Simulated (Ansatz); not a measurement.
**CHClSi+ (doublet): the correlation ladder, cc-pVDZ**

The task here is to estimate one member of a computed series from the others.

Program: Ansatz 0.2.0, Gaussian basis. Level of theory: cc-pVDZ, core rule «outside noble gas», up to 11 orbitals frozen. These are calculated values, not measurements.

Plan: UHF; CCSD(T) on ROHF; CCSD(T) on UHF; BCCD(T) on ROHF; CISD as a restricted active space (open shells left free, so some higher excitations enter); CCSDT(Q) on ROHF; CCSDT(Q) on UHF; CASSCF and MRCISD+Q, 9 electrons in 9 orbitals; CASSCF and NEVPT2, 9 electrons in 9 orbitals.

11 further runs of the same task are left out: 3 that didn't finish, 8 set aside as unsound or not needed. Runs told in other sessions of the task aren't counted.

## The system

The geometry is a PBE0/def2-TZVP stationary point (not a proven minimum) of the parent state, kept for this charge and spin.

4 atoms, charge 1, spin multiplicity 2.

Atoms are counted from 1 here; the program's logs count them from 0.

Bond lengths: Cl1–C2 1.807 Å, C2–Si3 1.708 Å, C2–H4 1.079 Å. Angles: Cl1–C2–Si3 91.9°, Cl1–C2–H4 114.0°, Si3–C2–H4 154.1°.

Set-up of the first run:

Contents of in.yaml:

```yaml
crystal:
  periodic: [false, false, false]
  atoms:
    - {symbol: Cl, position_ang: [0.000000, -0.196247, 1.153603]}
    - {symbol: C, position_ang: [0.000000, 0.995453, -0.204776]}
    - {symbol: Si, position_ang: [0.000000, -0.250678, -1.372761]}
    - {symbol: H, position_ang: [0.000000, 2.025789, 0.114595]}
basis:
  gaussian: {orbitals: cc-pVDZ}
total_charge: 1
magnetization: {spin_polarized: true, initial_magnetization: 1}
hamiltonian: {xc: hf}
output: {orbitals: {seedname: orbitals}}
```

Started as:

```sh
$ ansatz run in.yaml --threads 1 --pin off --events-out ev --progress --plain --max-ram 2393MiB
```

Steps of the session up to this table: UHF; CCSD(T) on ROHF; CCSD(T) on UHF; BCCD(T) on ROHF; CISD as a restricted active space (open shells left free, so some higher excitations enter); CCSDT(Q) on ROHF; CCSDT(Q) on UHF; CASSCF and MRCISD+Q, 9 electrons in 9 orbitals; CASSCF and NEVPT2, 9 electrons in 9 orbitals.

One of the session's tables, all rows but one given; the rest of the session is left out.

| method | from UCCSDT(Q) (kJ/mol) |
| --- | --- |
| ROHF | +964.5 |
| UHF | +954.0 |
| RMP2 | +140.5 |
| UMP2 | +142.6 |
| CISD | +144.8 |
| RCCSD | +40.4 |
| UCCSD | +40.2 |
| RCCSD(T) | +6.7 |
| UCCSD(T) | ? |
| BCCD(T) | +6.3 |
| RCCSDT | +2.9 |
| UCCSDT | +2.9 |
| RCCSDT(Q) | +0.5 |
| UCCSDT(Q) | 0 |
| CASSCF frontier | +748.8 |
| NEVPT2 frontier | +125.0 |
| MRCISD frontier | +82.8 |
| MRCISD+Q frontier | +13.0 |

Estimate the missing values for UCCSD(T).

The run gave: from UCCSDT(Q) (kJ/mol): +6.9. In the column «from UCCSDT(Q) (kJ/mol)» it lies between RCCSD(T) (+6.7) and MRCISD+Q frontier (+13.0).

Caveats from the session: Restricted and unrestricted rows rest on different reference determinants; a gap between their highest levels can come from leftover correlation error, from unlike frozen cores or from another state.
